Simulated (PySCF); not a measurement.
**Question.** What does the PBE0-D3(BJ)/def2-SVP structure of `COC(C)(C)C` look like in three dimensions?

**Answer.** 
Z-matrix in Å and degrees, rows numbered from 1:
```
C 
O   1  1.3927
C   2  1.4240  1  118.20
C   3  1.5286  2  110.79  1    64.43
C   3  1.5228  2  103.66  1  -177.47
C   3  1.5287  2  111.14  1   -59.15
H   1  1.1066  2  113.19  3   -58.85
H   1  1.0996  2  106.97  3  -177.28
H   1  1.1066  2  113.12  3    64.29
H   4  1.1001  3  110.51  2   173.24
H   4  1.1005  3  112.01  2   -67.14
H   4  1.1004  3  110.11  2    53.48
H   5  1.0998  3  109.83  2   -58.41
H   5  1.0997  3  111.25  2  -179.02
H   5  1.0998  3  109.95  2    60.26
H   6  1.1004  3  112.06  2    68.54
H   6  1.1006  3  110.15  2   -52.22
H   6  1.1000  3  110.44  2  -171.83
```

O2 (ether oxygen) is bent (angle 118.2°). Of the pairs four or more bonds apart, H7···H11 is among the closest relative to their van der Waals radii: 2.20 Å, 92 % of the sum of Bondi's values. The C–O distances run from 1.393 Å (C1–O2, drawn single) to 1.424 Å (O2–C3, drawn single), a spread of 0.031 Å.

Method used: PBE0-D3(BJ)/def2-SVP geometry optimisation, gas phase in PySCF.

Point group: near Cs, missed by 0.20 Å at most; the miss may be what the optimiser left on a soft mode. Whether it is a minimum is left open (no frequencies).
